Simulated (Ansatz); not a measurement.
Basis-set series for C3H4N2, SMILES `N=C1CC1=N`. Charge 0, multiplicity 1. The geometry is a stationary point of PBE0-D4/def2-TZVP. It is one conformer, not always the lowest.

```csv
functional,basis,functions,energy (Eh),HOMO (eV),LUMO (eV)
PBE0-D4,def2-TZVPP,211,-225.94492,-7.10,-2.30
PBE0-D4,def2-QZVPP,405,-225.95709,-7.14,-2.36
ωB97M-V,def2-TZVPP,211,-226.12169,-9.40,-0.09
ωB97M-V,def2-QZVPP,405,-226.13297,-9.43,-0.16
```

(1) Give the rows for def2-SVP. (Estimate.)

Answers

(1) Computed: 
```tsv
functional	basis	functions	energy (Eh)	HOMO (eV)	LUMO (eV)
PBE0-D4	def2-SVP	90	-225.69234	-6.91	-2.10
ωB97M-V	def2-SVP	90	-225.85917	-9.18	0.17
```
